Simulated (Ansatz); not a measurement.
`O[SiH2][SiH3]` + H₂S → `[SiH3][SiH2]S` + H₂O at 500 K and 1 bar (ligand exchange at the Si–O bond).

Gas-phase electronic energies from Ansatz, PBE0-D4/def2-TZVP geometries. CBS: MP2 limit from def2 TZ/QZ plus the TZ coupled-cluster correction, frozen cores. This one scheme is used for every species. Each species was taken in one conformer, which may not be the lowest.

| species | CCSD(T)/CBS energy (Eh) | H − E (kJ/mol) | S (J/(mol·K)) |
| --- | --- | --- | --- |
| `O[SiH2][SiH3]` | -656.96789 | 187.7 | 379.8 |
| H₂S | -398.97279 | 57.0 | 224.0 |
| `[SiH3][SiH2]S` | -979.55409 | 178.3 | 399.4 |
| H₂O | -76.37941 | 73.2 | 206.3 |

H − E and S are ideal-gas, rigid-rotor, harmonic terms from PBE0-D4/def2-TZVP, for one conformer and one mirror image of each species. 1 Eh = 2625.50 kJ/mol, R = 8.31446 J/(mol·K).

**Question.** By hand: ΔE, ΔH, ΔS and ΔG.

**Answer.** ΔE = (-979.55409) + (-76.37941) − (-656.96789) − (-398.97279) = 0.00718 Eh = 18.9 kJ/mol. Δ(H − E) = 178.3 + 73.2 − 187.7 − 57.0 = 6.8, so ΔH = 25.7 kJ/mol. ΔS = 399.4 + 206.3 − 379.8 − 224.0 = 1.9 J/(mol·K). ΔG = 25.7 − 500 × (1.9)/1000 = 24.8 kJ/mol.

**Question.** By hand: the equilibrium constant, and the temperature at which ΔG would vanish if ΔH and ΔS stayed fixed.

**Answer.** log₁₀ K = −ΔG/(RT ln 10) = -2.6. ΔG = 0 at ΔH/ΔS = 13526 K, far beyond where these terms or the molecules hold.

The number of gas molecules stays the same, so ΔS is small and ΔH decides. A doubt of 5 kJ/mol in ΔE shifts log₁₀ K by 0.5 here. Other conformers and mirror images would add mixing entropy, several J/(mol·K) or more a flexible species. These are equilibria of isolated gas molecules and say nothing of rates. Largest T1 diagnostic: 0.012 (customary marks: 0.02 for closed shells, 0.045 for open ones).
